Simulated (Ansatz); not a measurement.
Molecule (SMILES): [SH] (SH), doublet.
Atoms: S1, H2. Bonds: S1-H2.

Basis-set convergence of the highest harmonic wavenumber at MP2 with Ansatz (a program for electronic structure). Each level at its own minimum, finite differences of forces, unscaled; the reference is a large set that could be run, not a limit. Cartesian d functions, on some or all atoms, in 6-31G*, 6-31+G*, 6-311G**, 6-311+G**; all else is spherical. Cores are frozen. Open shells are unrestricted. No added dispersion term, no relativity. Reference: the value in aug-pcseg-3, 2768 cm⁻¹, itself unsure by roughly 2 cm⁻¹ (its mean distance from aug-cc-pV(Q+d)Z, def2-QZVPPD, pcseg-3). Deviations are taken from unrounded values.

```
basis            functions  highest harmonic wavenumber (cm⁻¹)
---------------  ---------  ----------------------------------
6-31G*                  21                                2777
6-31+G*                 25                                2770
def2-SVP                23                                2808
def2-SVPD               35                                2781
pcseg-1                 23                                2801
aug-pcseg-1             36                                2782
cc-pV(D+d)Z             28                                2782
aug-cc-pV(D+d)Z         41                                2755
6-311G**                33                                2790
6-311+G**               37                                2792
def2-TZVP               43                                2762
def2-TZVPD              55                                2756
pcseg-2                 48                                2785
aug-pcseg-2             73                                2767
cc-pV(T+d)Z             53                                2768
aug-cc-pV(T+d)Z         78                                2764
def2-TZVPP              56                                2777
def2-TZVPPD             68                                2774
cc-pV(Q+d)Z             94                                2772
aug-cc-pV(Q+d)Z        135                                2769
pcseg-3                 97                                2770
aug-pcseg-3            138                                2768
def2-QZVPP             100                                2772
def2-QZVPPD            112                                2772
```

What the diffuse functions change, pair by pair:
- 6-31G* to 6-31+G*: 4 more functions, deviation 8 to 2 cm⁻¹
- def2-SVP to def2-SVPD: 12 more functions, deviation 40 to 13 cm⁻¹
- pcseg-1 to aug-pcseg-1: 13 more functions, deviation 33 to 13 cm⁻¹
- cc-pV(D+d)Z to aug-cc-pV(D+d)Z: 13 more functions, deviation 14 to -13 cm⁻¹
- 6-311G** to 6-311+G**: 4 more functions, deviation 22 to 23 cm⁻¹
- def2-TZVP to def2-TZVPD: 12 more functions, deviation -6 to -13 cm⁻¹
- pcseg-2 to aug-pcseg-2: 25 more functions, deviation 16 to -1 cm⁻¹
- cc-pV(T+d)Z to aug-cc-pV(T+d)Z: 25 more functions, deviation -1 to -4 cm⁻¹
- def2-TZVPP to def2-TZVPPD: 12 more functions, deviation 9 to 6 cm⁻¹
- cc-pV(Q+d)Z to aug-cc-pV(Q+d)Z: 41 more functions, deviation 3 to 1 cm⁻¹
- pcseg-3 to aug-pcseg-3: 41 more functions, deviation 2 to 0 cm⁻¹
- def2-QZVPP to def2-QZVPPD: 12 more functions, deviation 4 to 3 cm⁻¹

Leaving out the reference's own pair, they bring the value nearer the reference by more than 2 cm⁻¹ in 6 of 11 pairs.
